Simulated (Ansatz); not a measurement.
A made-up structure of CH2MgSi, singlet:

Mg1  (-1.621, -0.051, -0.501)
C2  (0.261, -0.658, -0.036)
Si3  (1.571, 0.180, 0.508)
H4  (-3.207, 0.412, -0.899)
H5  (-1.270, -0.275, 1.168)
(Å)

It is relaxed with PBE-D4/def2-SVP and then PBE0-D4/def2-TZVP (Ansatz 0.2.0). Atoms count as bonded within 1.22 times the sum of their covalent radii (H–H: 0.88 Å). The end point is not checked to be a true minimum.

Task: Does its bonding change? (Judge from chemistry; the calculation decides.)

Result: The calculation gives: Yes. Formed: Mg1–Si3, C2–H5; broken: Mg1–H5.

Where it ends: The first stage lowers the energy by 3.77 eV in 13 steps. It ends as CH₂MgSi ([CH]1[MgH][Si]1):
| atom | x (Å) | y (Å) | z (Å) |
| --- | --- | --- | --- |
| Mg1 | -1.6180 | 0.1922 | -0.5731 |
| C2 | -0.0669 | -0.4085 | 0.7757 |
| Si3 | 1.1127 | 0.2771 | -0.1600 |
| H4 | -3.0921 | 0.4778 | -1.3656 |
| H5 | -0.6018 | -0.9307 | 1.5627 |

Labels in which every atom is bracketed show which atoms are joined, not bond orders.

For scale, one of the runs: PBE0-D4/def2-TZVP relaxation, 112 basis functions, launched by `ansatz run in.yaml --threads 2 --pin off --events-out ev --progress --plain --max-ram 4352MiB`. The run took about 9.5 s on 2 CPU threads of an Arm Neoverse V1 (shared host).
